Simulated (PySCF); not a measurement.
The same gas-phase reaction for B, Al, Ga, In:
- BCl3 + 2 H → BHCl2 + HCl
- AlCl3 + 2 H → AlHCl2 + HCl
- GaCl3 + 2 H → GaHCl2 + HCl
- InCl3 + 2 H → InHCl2 + HCl

Energies from PySCF, thermal terms from the rigid-rotor harmonic-oscillator model, ideal gas at 1 bar. † marks an energy on the PBE0/def2-TZVP geometry and frequencies; other levels use their own. Open shells (unrestricted): H (multiplicity 2); the rest are closed-shell singlets. In: scalar-relativistic def2 core potential, no spin-orbit coupling. Ga: all electrons, no relativistic terms. AlHCl2, GaHCl2, InHCl2: computed as isolated molecules; such fragments, hydroxides, amides, oligomers or adducts are transient or little studied in the gas.

ΔH°(298 K) in kJ, by level:

| level | B | Al | Ga | In |
|---|---|---|---|---|
| ωB97M-V/def2-TZVP† | -364.7 | -293.8 | -343.3 | [?] |
| PBE0/def2-SVP† | -334.6 | -275.9 | -322.1 | -332.8 |
| PBE/def2-SVP | -329.9 | -276.9 | -322.3 | [?] |
| HF/def2-TZVP† | -286.9 | -199.1 | -241.6 | [?] |
| PBE0/def2-TZVP | -351.3 | -282.1 | -329.9 | [?] |

**Question.** Fill in the missing entries.

**Answer.** 
- ωB97M-V/def2-TZVP†, In: -351.6
- PBE/def2-SVP, In: -331.4
- HF/def2-TZVP†, In: -247.3
- PBE0/def2-TZVP, In: -338.3
